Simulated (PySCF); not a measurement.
C3H7, SMILES C[CH]C (connectivity only; charge and spin as stated), charge +1, multiplicity 1.

Coordinates come from a PBE-D3(BJ)/def2-TZVP optimisation. The multiplicity is an assumed one; other spin states were not compared. The isomer is the one that the SMILES or the coordinates give; other isomers of the formula were not compared.

The numbers are results of PBE0/def2-TZVPD in PySCF, not measurements.

| Property | Value |
|---|---|
| total energy | -118.09605 hartree |
| point group | C2 |
| highest occupied level | -16.70 eV |
| lowest empty level | -9.23 eV |
| orbital gap | 7.47 eV |
| dipole moment about the centre of nuclear charge | 0.84 D |
| mean static polarisability | 35.3 bohr³ (5.23 Å³) |
| polarisability, principal values | 27.6, 31.3, 47.0 bohr³ |
